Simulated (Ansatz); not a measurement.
Z-matrix (Å, degrees):
```
C
Al 1 1.941
H 1 1.092 2 111.9
H 1 1.095 2 111.0 3 120.7
H 1 1.095 2 111.2 3 -121.1
O 2 1.701 1 117.6 3 -3.3
H 2 1.589 1 124.2 3 176.8
H 6 0.956 2 122.5 1 -179.8
```

The species carries charge 0 and has multiplicity 1.

Question: List the CAM-B3LYP/def2-TZVPP orbital energies in eV (the Gaussian-basis code of Ansatz). (Best estimate.)

Answer: The calculation gave: Occupied: -1525.95, -521.87, -277.94, -114.02, -74.77, -74.58, -74.53, -28.53, -20.62, -15.43, -12.64, -12.50, -12.06, -10.66, -10.65, -9.38. Lowest empty: 0.44, 1.20, 1.66, 3.48, 3.64, 3.95, 4.04, 4.64.
